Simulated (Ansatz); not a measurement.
MgMe(OH) (CH4MgO). Charge 0, multiplicity 1. Geometry relaxed at PBE0-D4/def2-TZVP.

```xyz
7

Mg   -0.190    0.445   -0.530
C     0.354   -0.845    0.999
H     0.849   -0.312    1.817
H     1.045   -1.616    0.648
H    -0.516   -1.356    1.423
O    -0.654    1.541   -1.832
H    -0.887    2.143   -2.524
```

Question: Estimate the harmonic wavenumbers at RKS PBE0-D4/def2-TZVP (Ansatz, unscaled). Is this a minimum?

Answer: 84, 84, 143, 143, 488, 578, 578, 818, 1148, 1442, 1442, 3034, 3117, 3117, 4086 cm⁻¹. Yes, no mode is imaginary beyond noise. Zero-point energy 121.4 kJ/mol. Hardware: 4 threads of Arm Neoverse V2 on a shared host. Wall time 24 s.
